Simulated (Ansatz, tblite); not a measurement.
# The cluster Si4: charged states by level of theory

One table from this session's results is given with a row withheld; the runs are named, their logs left out.

Program: Ansatz 0.2.0, Gaussian basis. Level of theory: as each input shows. These are calculated values, not measurements.

Plan: charge +1 doublet, at the geometry of the singlet (PBE0-D4/def2-TZVP, PBE-D4/def2-TZVP, r2SCAN-D4/def2-TZVP, B97M-V/def2-TZVP, B2PLYP/def2-TZVP, PBE-QIDH/def2-TZVP, revPBE-D4/def2-TZVP, ωB97X-V/def2-TZVP, CCSD(T)/def2-TZVPP); charge +1 doublet, relaxed (PBE0-D4/def2-TZVP, PBE-D4/def2-TZVP); charge -1 doublet, at the geometry of the singlet (PBE0-D4/def2-TZVPD, PBE-D4/def2-TZVPD, r2SCAN-D4/def2-TZVPD, CCSD(T)/def2-TZVPD); charge -1 doublet, relaxed (PBE0-D4/def2-TZVPD, PBE-D4/def2-TZVPD); the starting singlet's energies come from earlier runs.

1 further run of the same task is left out (set aside as unsound or not needed).

## The relaxed structure

The singlet was relaxed beforehand with r2SCAN-D4/def2-TZVP. At that level it is the lowest of the isomers that a small search found.

4 atoms, charge 0, spin multiplicity 1.

Atoms are counted from 1 here; the program's logs count them from 0.

Bond lengths: Si1–Si2 2.313 Å, Si1–Si4 2.313 Å, Si2–Si3 2.313 Å, Si3–Si4 2.313 Å. Angles: Si2–Si1–Si4 62.1°, Si1–Si2–Si3 117.9°, Si2–Si3–Si4 62.1°, Si1–Si4–Si3 117.9°.

The first run:

in.yaml

```yaml
crystal:
  periodic: [false, false, false]
  atoms:
    - {symbol: Si, position_ang: [0.908290, 1.760813, -0.037061]}
    - {symbol: Si, position_ang: [-0.907349, 0.480832, 0.608121]}
    - {symbol: Si, position_ang: [-0.913707, -1.758202, 0.026852]}
    - {symbol: Si, position_ang: [0.912765, -0.483443, -0.597913]}
basis:
  gaussian: {orbitals: def2-SVP}
total_charge: 1
magnetization: {spin_polarized: true, initial_magnetization: 1}
hamiltonian: {xc: pbe0, dispersion: d4}
output: {orbitals: {seedname: orbitals}}
```

On the command line:

```console
$ ansatz run in.yaml --threads 2 --pin off --events-out ev --progress --plain --max-ram 4352MiB
```

Steps of the session up to this table: Charge +1 doublet at the fixed geometry, first pass, PBE0-D4/def2-SVP; Charge +1 doublet at the fixed geometry, PBE0-D4/def2-TZVP; Charge +1 doublet at the fixed geometry, PBE-D4/def2-TZVP; Charge +1 doublet at the fixed geometry, r2SCAN-D4/def2-TZVP; Charge +1 doublet at the fixed geometry, B97M-V/def2-TZVP; Charge +1 doublet at the fixed geometry, B2PLYP/def2-TZVP; Charge +1 doublet at the fixed geometry, PBE-QIDH/def2-TZVP; Charge +1 doublet at the fixed geometry, revPBE-D4/def2-TZVP; Charge +1 doublet at the fixed geometry, ωB97X-V/def2-TZVP; Charge +1 doublet at the fixed geometry, CCSD(T)/def2-TZVPP; Relaxing the charge +1 doublet; Charge +1 doublet, PBE0-D4/def2-TZVP; Charge +1 doublet, PBE-D4/def2-TZVP; Charge -1 doublet at the fixed geometry, first pass, PBE0-D4/def2-SVP; Charge -1 doublet at the fixed geometry, PBE0-D4/def2-TZVPD; Charge -1 doublet at the fixed geometry, PBE-D4/def2-TZVPD; Charge -1 doublet at the fixed geometry, r2SCAN-D4/def2-TZVPD; Charge -1 doublet at the fixed geometry, CCSD(T)/def2-TZVPD.

One table of the session follows, with a row left open; its other results are not shown here.

| method | vertical electron affinity (eV) |
| --- | --- |
| HF/def2-TZVPD | ? |
| PBE-D4/def2-TZVPD | 2.16 |
| r2SCAN-D4/def2-TZVPD | 2.33 |
| PBE0-D4/def2-TZVPD | 2.21 |
| MP2/def2-TZVPD | 1.89 |
| CCSD/def2-TZVPD | 2.01 |
| CCSD(T)/def2-TZVPD | 2.04 |

**Question.** Estimate the row for HF/def2-TZVPD.

The run gave: vertical electron affinity (eV): 1.64. In the column «vertical electron affinity (eV)» it is the lowest.

To keep in mind: Doubts: large T1 diagnostic, spin contamination. CCSD(T)/def2-TZVPP is no safe reference here (large T1 diagnostic, spin contamination). The closed-shell reference under CCSD(T)/def2-TZVPD is unstable towards broken spin symmetry, which adds to the doubt on it. CCSD(T)/def2-TZVPD isn't at the basis-set limit; small misses against it rank nothing.
